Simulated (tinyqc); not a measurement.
Inside a calculation. Method: CIS and TDHF on RHF in the sto-3g basis, frozen core, for HF, spin multiplicity 1. One step of it, computed by the program tinyqc.

Task: CIS matrix, triplets. A(ia,jb) = (e_a - e_i) d_ij d_ab - (ij|ab).

orbital energies (hartree): MO1 -25.907603, MO2 -1.448701, MO3 -0.559961, MO4 -0.462377, MO5 -0.462377, MO6 0.546982

Two-electron integrals over orbitals (pq|rs), unique and non-zero (hartree); the lowest 1 orbital is frozen and left out:
```
(22|22) 0.858530    (32|22) -0.028292   (32|32) 0.154071    (33|22) 0.742240
(33|32) -0.039924   (33|33) 0.744642    (42|42) 0.182962    (43|42) -0.039745
(43|43) 0.044816    (44|22) 0.882043    (44|32) -0.076731   (44|33) 0.737530
(44|44) 0.997514    (52|52) 0.182962    (53|52) -0.039745   (53|53) 0.044816
(54|54) 0.053770    (55|22) 0.882043    (55|32) -0.076731   (55|33) 0.737530
(55|44) 0.889973    (55|55) 0.997514    (62|22) -0.120315   (62|32) -0.053554
(62|33) -0.032949   (62|44) -0.118217   (62|55) -0.118217   (62|62) 0.095166
(63|22) -0.182007   (63|32) 0.093727    (63|33) -0.116870   (63|44) -0.207646
(63|55) -0.207646   (63|62) 0.053030    (63|63) 0.189250    (64|42) -0.039435
(64|43) -0.016605   (64|64) 0.030972    (65|52) -0.039435   (65|53) -0.016605
(65|65) 0.030972    (66|22) 0.672559    (66|32) 0.065532    (66|33) 0.667412
(66|44) 0.646268    (66|55) 0.646268    (66|62) -0.064607   (66|63) -0.016952
(66|66) 0.707318
```

Give: CIS matrix A, triplet.

Result:

CIS matrix A, triplet (hartree):
```
        2>6     3>6    4>6    5>6
2>6   1.323  -0.066  0.000  0.000
3>6  -0.066   0.440  0.000  0.000
4>6   0.000   0.000  0.363  0.000
5>6   0.000   0.000  0.000  0.363
```
